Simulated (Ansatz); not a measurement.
Rock-salt MgS, treated with LDA (PAW; Ansatz, a first-principles code).

The input as run:

Ansatz 0.2 input:
```yaml
crystal:
  lattice:
    - [0.0, 2.5982978271, 2.5982978271]
    - [2.5982978271, 0.0, 2.5982978271]
    - [2.5982978271, 2.5982978271, 0.0]
  atoms:
    - { symbol: Mg, position: [0.0, 0.0, 0.0] }
    - { symbol: S, position: [0.5, 0.5, 0.5] }
basis:
  ecutwfc: 520
  ecutrho_ratio: 4
  xc_grid: 2
kpoints:
  mp_grid: { grid: [12, 12, 12] }
hamiltonian:
  xc: lda
  dispersion: none
  pseudopotentials: { kind: paw }
scf:
  occupations: { method: fermi_dirac, width: 0.01 }
  convergence: { dr2_threshold: 0.000000001 }
output:
  forces: true
  stress: true
  eigenvalues: true
```

How many irreducible k-points, plane waves at Γ does the program set up, and what pressure does the run end with?

72 irreducible k-points, 941 plane waves at Γ; P = -3.01 GPa, so the cell is stretched and would shrink at this level.

The run printed, among other lines:

```
WARN output.stress: scf.convergence.dr2_threshold = 1e-9 eV is looser than the 2e-10 eV advised for a printed stress (1e-10 eV for each atom of the cell: 2)
Crystal: 2 atoms, lattice volume = 35.083 Å³
Basis set: ecut = 520 eV, 941 PW (Γ), exchange–correlation on 60×60×60 points (8 copies of the dense FFT grid, shifted against one another)
Bands: 12, of which v1, the nominal top of the filled ones, is band 8 counted from 1 (7 counted from 0)
Symmetry: 48 space group operations
Space group: Fm-3m (ITA 225), of the structure as read, at distance tolerance 3.3e-5 Å
k-points: 72 of 1728
Functional: x = slater, c = lda
SCF iter   1: F=—  HF=-2774.172909 eV  |F-HF|=—  |Δ(HF+E_count)|=         —  Δρ=6.74e-3  dr2=9.02e-3
SCF iter   2: F=—  HF=-2774.166997 eV  |F-HF|=—  |Δ(HF+E_count)|=   5.91e-3  Δρ=2.62e-3  dr2=1.37e-3
  ...
SCF iter   6: F=—  HF=-2774.166358 eV  |F-HF|=—  |Δ(HF+E_count)|=   1.30e-6  Δρ=7.37e-6  dr2=2.89e-8
SCF iter   7: F=-2774.166358 eV  HF=-2774.166358 eV  |F-HF|=4.91e-10  |Δ(HF+E_count)|=   1.04e-8  Δρ=1.08e-6  dr2=6.19e-10
SCF 1 converged in 7 iterations: F = -2774.166358 eV  dr2 = 6.19e-10
SCF converged after 7 iterations
Free energy (F): -2774.166358 eV
Internal energy: -2774.166358 eV  (E = F + TS)
E sigma→0 (E₀):  -2774.166358 eV
Fermi energy:    7.516305 eV
--- Forces (eV/Å), atoms counted from 1 ---
  atom   1  Mg    -0.00000000     0.00000000     0.00000000
  atom   2  S      0.00000000    -0.00000000    -0.00000000
--- Stress (GPa, compression-positive) ---
       -3.012679      -0.000000      -0.000000
       -0.000000      -3.012679       0.000000
        0.000000       0.000000      -3.012679
  P = ⅓ Tr σ = -3.0127 GPa (-30.127 kbar)
```

The cell is one volume of an energy–volume scan, off the minimum.

The PAW data were made under PBE.
